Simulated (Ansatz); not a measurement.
doublet P₂(-): levels of theory in one basis

```xyz
2

P    -0.0333   -0.0370   -0.9940
P     0.0235   -0.0410    0.9729
```

Basis set: def2-SVP (spherical functions). Correlated methods keep 10 orbitals frozen. Correlation on ROHF uses semicanonical orbitals with singles. Charge -1, multiplicity 2.

Computed with Ansatz (development build ahead of 0.2.0); each method stands on the lowest determinant of its kind that the runs found.

```tsv
method	E − E(ROHF) (eV)	<S²> of the determinant
ROHF	0.00	–
UHF	-0.25	1.15
UHF-MP2	-5.46	1.15
ROHF-CCSD(T)	-6.83	–
UHF-CCSD(T)	-6.80	1.15
```

What does ROHF-MP2 give on the same scale?

-6.01 eV.

Caution: no diffuse functions for an anion. Caution for UHF, UHF-MP2, UHF-CCSD(T): the unrestricted determinant is spin contaminated. Caution for UHF-MP2, UHF-CCSD(T): a plain start can end on a higher determinant.
